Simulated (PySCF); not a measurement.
Gas-phase reaction: SiH₂ + 2 SiHF ⇌ 2 SiH₂F + Si

Method: PySCF energies plus ideal-gas RRHO corrections (1 bar). † marks an energy on the PBE0/def2-TZVP geometry and frequencies; other levels use their own. Open shells (unrestricted): SiH₂F (multiplicity 2), Si (multiplicity 3, electronic degeneracy 9); the rest are closed-shell singlets. Spin-orbit splitting is ignored; it lowers the true energy and changes the entropy of Si. SiHF, SiH₂F: computed as isolated molecules; such fragments, hydroxides, amides, oligomers or adducts are transient or little studied in the gas. The harmonic model lacks anharmonicity and excited electronic states, which grow with temperature; levels with a mode under 35 cm⁻¹ are left out.

| level | ΔE electronic, kJ | ΔH°(298 K), kJ | ΔS°(298 K), J/K | ΔG°(800 K), kJ |
|---|---|---|---|---|
| HF/def2-TZVP† | -49 | -35 | -17 | -22 |
| PBE/def2-SVP | 99 | 113 | -17 | 126 |
| PBE/def2-TZVP† | 95 | 109 | -17 | 122 |
| PBE0/def2-QZVP† | 71 | 85 | -17 | 99 |
| PBE0/def2-TZVP | 71 | 86 | -17 | 99 |
| LDA/def2-TZVP† | 125 | 139 | -17 | 152 |
| ωB97M-V/def2-TZVP† | 148 | 163 | -17 | 176 |
| ωB97X-V/def2-TZVP† | 111 | 126 | -17 | 139 |
ΔH° is lowest at HF/def2-TZVP† and highest at ωB97M-V/def2-TZVP†. No reference value is set beside these.
